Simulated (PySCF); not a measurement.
**CFCl3: calculation against experiment**

**The experiment to reproduce.**

From NIST CCCBDB Release 22 (SRD 101), experimental dipoles, for the gas: dipole moment (microwave Stark effect, vibrational ground state) 0.46 ± 0.02 D.

The results are set against them at the end.

Compound: CFCl3.
Numbering: `[F:1][C:2]([Cl:3])([Cl:4])[Cl:5]`

Cartesian coordinates in Å at the GFN2-xTB level; atoms count from 1:
```
atom  x, y, z in Å
F1     0.060   -0.141    1.396
C2     0.005   -0.006    0.067
Cl3   -0.458    1.661   -0.313
Cl4    1.603   -0.371   -0.604
Cl5   -1.201   -1.140   -0.563
```

Runs made with PySCF (gas phase, on this GFN2-xTB geometry; no spin–orbit coupling):

```json
{"level": "B97-2/def2-SVPD", "job": "shieldings", "basis functions": "124"}
{"level": "BHandHLYP/def2-SVPD", "job": "shieldings", "basis functions": "124"}
{"level": "CAM-B3LYP/def2-SVPD", "job": "shieldings", "basis functions": "124"}
{"level": "HCTH407/def2-SVPD", "job": "shieldings", "basis functions": "124"}
{"level": "HSE06/def2-SVPD", "job": "shieldings", "basis functions": "124"}
{"level": "LC-wPBE/def2-SVPD", "job": "shieldings", "basis functions": "124"}
{"level": "OLYP/def2-SVPD", "job": "shieldings", "basis functions": "124"}
{"level": "WP04/def2-SVPD", "job": "shieldings", "basis functions": "124"}
{"level": "mPW1PW91/def2-SVPD", "job": "shieldings", "basis functions": "124"}
{"level": "revPBE/def2-SVPD", "job": "shieldings", "basis functions": "124"}
{"level": "wB97X-D/def2-SVPD", "job": "shieldings", "basis functions": "124"}
{"level": "wB97X/def2-SVPD", "job": "shieldings", "basis functions": "124"}
```

## Comparison

**Dipole moment.** Measured: 0.46 D (NIST CCCBDB Release 22 (SRD 101), experimental dipoles).

```json
{"level": "B97-2/def2-SVPD", "computed (D)": "0.36", "computed − measured (D)": "-0.10", "% (from the printed values)": "-22"}
{"level": "BHandHLYP/def2-SVPD", "computed (D)": "0.48", "computed − measured (D)": "+0.02", "% (from the printed values)": "+4"}
{"level": "CAM-B3LYP/def2-SVPD", "computed (D)": "0.44", "computed − measured (D)": "-0.02", "% (from the printed values)": "-4"}
{"level": "HCTH407/def2-SVPD", "computed (D)": "0.31", "computed − measured (D)": "-0.15", "% (from the printed values)": "-33"}
{"level": "HSE06/def2-SVPD", "computed (D)": "0.38", "computed − measured (D)": "-0.08", "% (from the printed values)": "-17"}
{"level": "LC-wPBE/def2-SVPD", "computed (D)": "0.38", "computed − measured (D)": "-0.08", "% (from the printed values)": "-17"}
{"level": "OLYP/def2-SVPD", "computed (D)": "0.30", "computed − measured (D)": "-0.16", "% (from the printed values)": "-35"}
{"level": "WP04/def2-SVPD", "computed (D)": "0.49", "computed − measured (D)": "+0.03", "% (from the printed values)": "+7"}
{"level": "mPW1PW91/def2-SVPD", "computed (D)": "0.38", "computed − measured (D)": "-0.08", "% (from the printed values)": "-17"}
{"level": "revPBE/def2-SVPD", "computed (D)": "0.28", "computed − measured (D)": "-0.18", "% (from the printed values)": "-39"}
{"level": "wB97X-D/def2-SVPD", "computed (D)": "0.37", "computed − measured (D)": "-0.09", "% (from the printed values)": "-20"}
{"level": "wB97X/def2-SVPD", "computed (D)": "0.38", "computed − measured (D)": "-0.08", "% (from the printed values)": "-17"}
```

The computed dipoles belong to one fixed geometry; measured ones are averaged over vibrations unless marked μe. Magnitudes are compared, not signs.

The geometry is computed, not the measured one. Where a level misses, the cause wasn't examined.
